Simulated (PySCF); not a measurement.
ClNa, SMILES [Na][Cl] (connectivity only; charge and spin as stated), charge +1, multiplicity 2. Atoms are numbered in the order given.

```xyz
2

Na     0.0000     0.0000    -1.6982
Cl     0.0000     0.0000     1.0988
```
Charge +1, spin multiplicity 2.

Geometry: PBE0-D3(BJ)/def2-TZVPD. The spin state was assumed, not searched.

The numbers are results of B3LYP/def2-TZVPD run with PySCF, not measurements.

Mulliken values depend strongly on the basis, most of all with diffuse functions as here. ESP charges are fitted to the potential on shells at 1.4 to 2.0 van der Waals radii. Atomic charges (e):

```json
[
 {"atom": "Na1", "ESP fit": "0.89", "Mulliken": "0.92", "meta-Löwdin": "0.94", "Mulliken spin": "-0.01"},
 {"atom": "Cl2", "ESP fit": "0.11", "Mulliken": "0.08", "meta-Löwdin": "0.06", "Mulliken spin": "1.01"}
]
```
